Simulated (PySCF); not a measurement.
**SiH⁻ at UHF-MP2**

Level: UHF-MP2. basis Si def2-SVPD, H def2-SVPD; no relativity; PySCF 2.14.

| Item | Value |
| --- | --- |
| state | ³Σ⁻ (triplet), unpaired electrons π ↑↑ |
| bond length | 1.556 Å |
| harmonic wavenumber | 1885 cm⁻¹ |
| force constant | 2.04 mdyn/Å |
| rotational constant Be | 7.157 cm⁻¹ |
| anharmonicity ωexe | 42.1 cm⁻¹ |
| vibration–rotation constant αe | 0.245 cm⁻¹ |

Correlated steps freeze 5 core orbitals. The state is the lowest determinant that a PBE0 search found; another state may lie lower at other levels.
